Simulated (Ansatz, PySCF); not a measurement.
Species, as SMILES: COC=O.
Geometry (B3LYP-D3(BJ)/def2-TZVP, fixed):
```xyz
8

C     -0.9314    -0.0909     0.0015
O     -0.7248    -1.2718    -0.0191
O      0.0010     0.8677     0.0146
H     -1.9259     0.3745     0.0125
C      1.3667     0.4114     0.0025
H      1.9749     1.3108     0.0157
H      1.5676    -0.2028     0.8792
H      1.5619    -0.1729    -0.8956
```
Charge 0, spin multiplicity 1.

Near-linear dependence at PBE0/d-aug-cc-pVTZ with PySCF (spherical functions, density fitting): canonical orthogonalisation drops combinations whose overlap eigenvalue lies under the threshold. The set has 376 functions.

```json
[
 {"threshold": "1e-3", "orbitals kept": "[?]", "energy minus last row (mEh)": "[?]"},
 {"threshold": "1e-4", "orbitals kept": "[?]", "energy minus last row (mEh)": "[?]"},
 {"threshold": "1e-5", "orbitals kept": "[?]", "energy minus last row (mEh)": "[?]"},
 {"threshold": "1e-6", "orbitals kept": "375", "energy minus last row (mEh)": "0.001"},
 {"threshold": "1e-7", "orbitals kept": "376", "energy minus last row (mEh)": "0.000"},
 {"threshold": "1e-9", "orbitals kept": "376", "energy minus last row (mEh)": "0.000"}
]
```

Problem. Some entries are withheld; supply them.

Solution. 
- 1e-3, orbitals kept: 322
- 1e-3, energy minus last row (mEh): 35.104
- 1e-4, orbitals kept: 357
- 1e-4, energy minus last row (mEh): 0.120
- 1e-5, orbitals kept: 367
- 1e-5, energy minus last row (mEh): 0.029

The smallest overlap eigenvalue is 9.0e-07. Ansatz (a first-principles code) at its default drops 0 functions.
